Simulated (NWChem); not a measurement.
Molecule: AlCl₃; SMILES [Cl][Al]([Cl])[Cl]

All runs: NWChem. Pople sets run with spherical d functions. Medium grid unless said otherwise, to which SCAN and Minnesota functionals are sensitive. Coordinates come from a B3LYP/6-31G* (spherical d) optimisation. B3LYP is NWChem's, with the RPA form of VWN correlation. Total energies of different functionals are on different scales.

```json
[
 {"level": "B3LYP/6-31G*", "energy (Ha)": "-1623.2221", "highest occupied level (eV)": "-9.07", "orbital gap (eV)": "7.28"},
 {"level": "PBE/6-31G*", "energy (Ha)": "-1622.4544", "highest occupied level (eV)": "-7.96", "orbital gap (eV)": "5.57"},
 {"level": "PW91/6-31G*", "energy (Ha)": "-1623.1004", "highest occupied level (eV)": "-8.00", "orbital gap (eV)": "5.55"},
 {"level": "MN15-L/6-31G*", "energy (Ha)": "-1622.9280", "highest occupied level (eV)": "-8.69", "orbital gap (eV)": "6.74"},
 {"level": "M05-2X/6-31G*", "energy (Ha)": "-1623.1288", "highest occupied level (eV)": "-10.80", "orbital gap (eV)": "9.99"},
 {"level": "KT2/6-31G*", "energy (Ha)": "-1635.5969", "highest occupied level (eV)": "-8.07", "orbital gap (eV)": "5.51"},
 {"level": "HCTH/407/6-31G*", "energy (Ha)": "-1623.3629", "highest occupied level (eV)": "-8.16", "orbital gap (eV)": "5.74"}
]
```
